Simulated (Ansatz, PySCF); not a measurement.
Species: C$_{2}$H$_{4}$NO, charge 0, multiplicity 2. It need not be the lowest isomer of its formula. 
Coordinates optimised at B3LYP-D3(BJ)/def2-TZVP (Ansatz, a quantum-chemistry and plane-wave program):
```
C
O 1 1.2263
N 1 1.3732 2 121.77
H 3 1.0038 1 121.90 2 170.47
H 3 1.0058 4 118.49 1 163.33
C 1 1.4517 2 122.04 3 -178.88
H 6 1.0788 1 117.74 2 -0.71
H 6 1.0818 7 119.57 1 -179.64
```
Charge 0, spin multiplicity 2.

Quantity: atomisation energy (electronic, to ground-state atoms), in kJ/mol. Valence correlation only, unless marked. Open shells are spin-unrestricted. No spin-orbit coupling. No relativistic terms. The coupled-cluster limit lacks core correlation, which all-electron functionals hold. CBS marks a two-point X^-3 extrapolation of the correlation energy; Hartree-Fock from the larger set. The bracket is a focal-point correction in the basis named.

| level | program | atomisation energy (kJ/mol) |
|---|---|---|
| r2SCAN-D3(BJ)/def2-TZVPD | Ansatz + dftd3 | 3219.9 |
| r2SCAN-D4/def2-TZVPD | Ansatz + dftd4 | 3219.4 |
| B97M-V/def2-TZVPD | Ansatz | ? |
| PBE0/6-31G* | Ansatz | ? |
| BHLYP/def2-TZVPD | Ansatz | 3057.4 |
| TPSSh-D4/def2-TZVPD | PySCF + dftd4 | 3197.5 |
| M06-2X/def2-TZVPD | PySCF | ? |
| LC-wPBE-D4/def2-TZVPD | Ansatz + dftd4 | 3221.3 |
| RI-MP2/CBS(cc-pVTZ,cc-pVQZ)+[CCSD(T)-MP2]/cc-pVTZ | Ansatz | 3181.4 |

**Question.** What belongs in the gaps?

**Answer.** 
- B97M-V/def2-TZVPD, atomisation energy (kJ/mol): 3200.2
- PBE0/6-31G*, atomisation energy (kJ/mol): 3194.5
- M06-2X/def2-TZVPD, atomisation energy (kJ/mol): 3189.7
